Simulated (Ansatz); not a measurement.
## Ansatz (development build ahead of 0.2.0) run

```yaml
crystal:
  periodic: [false, false, false]
  atoms:
    - { symbol: C, position_ang: [0.0, 0.0, -1.0808] }
    - { symbol: C, position_ang: [0.0, 0.0, 0.25601] }
    - { symbol: "N", position_ang: [0.0, 0.0, 1.32033] }
    - { symbol: H, position_ang: [0.0, -0.94889, -1.4312] }
    - { symbol: H, position_ang: [-0.82176, 0.47444, -1.4312] }
    - { symbol: H, position_ang: [0.82176, 0.47444, -1.4312] }
basis:
  gaussian: { orbitals: def2-TZVP }
hamiltonian:
  xc: hf
```

The input is written out in the form of the current development build from the run's settings.

The run gave:

```
Converged                       : yes
Total energy                    : -131.94239 hartree
Spin squared of the determinant : 0.000
```

Caution: no unrestricted run beside it, a lower state can exist.
